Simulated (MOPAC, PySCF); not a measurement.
Potential energy curve for N2, singlet.

- PM3, restricted, heats of formation (MOPAC)
- UKS-TPSSh = unrestricted TPSSh/cc-pVTZ (PySCF)
- RKS-LDA (SVWN5)/6-31G* = restricted LDA (SVWN5)/6-31G*, spherical d in PySCF 2.14.0

Energies are in kcal/mol, each relative to the lowest point of its own curve near equilibrium.

| R / Å | PM3 | UKS-TPSSh | RKS-LDA (SVWN5)/6-31G* |
|---|---|---|---|
| 0.88 | 141.5 | 139.4 | 165.0 |
| 0.93 | 77.5 | 71.9 | … |
| 0.98 | 35.2 | 30.7 | 40.6 |
| 1.03 | 10.7 | 8.7 | 13.5 |
| 1.07 | 1.7 | 1.2 | 3.0 |
| 1.09 | 0.1 | 0.0 | 0.6 |
| 1.10 | 0.0 | 0.0 | 0.0 |
| 1.16 | 7.1 | 6.2 | 3.4 |
| 1.20 | 17.9 | 14.9 | 10.8 |
| 1.29 | 53.4 | 42.6 | 36.1 |
| 1.34 | 77.0 | 60.6 | 53.2 |
| 1.46 | 135.7 | 104.8 | 96.9 |
| 1.64 | … | 152.2 | 159.6 |
| 1.79 | 273.4 | 178.1 | 204.6 |
| 1.98 | 339.5 | 198.9 | … |
| 2.21 | 401.4 | 211.2 | 294.9 |
| 2.40 | 434.9 | 215.8 | 321.6 |
| 2.63 | 461.6 | 218.5 | 345.7 |
| 2.95 | 486.1 | 220.0 | … |
| 3.21 | 500.1 | … | … |
| 3.78 | 521.8 | 220.9 | 395.6 |
| 4.39 | 538.3 | 221.0 | 401.7 |

Some entries are withheld; supply them.


- 0.93, RKS-LDA (SVWN5)/6-31G*: 88.5
- 1.64, PM3: 215.5
- 1.98, RKS-LDA (SVWN5)/6-31G*: 251.6
- 2.95, RKS-LDA (SVWN5)/6-31G*: 368.6
- 3.21, UKS-TPSSh: 220.4
- 3.21, RKS-LDA (SVWN5)/6-31G*: 380.9

The restricted form behind PM3, RKS-LDA (SVWN5)/6-31G* keeps the bonding electrons paired and can't separate into open-shell fragments. The unrestricted solution behind UKS-TPSSh changes between 1.46 and 1.64 Å and between 1.64 and 1.79 Å and between 1.79 and 1.98 Å and between 1.98 and 2.21 Å, which can leave a kink. The unrestricted determinant behind UKS-TPSSh is spin-contaminated at 1.46 to 4.39 Å (<S²> up to 3.0, against 0.00 for a pure singlet).
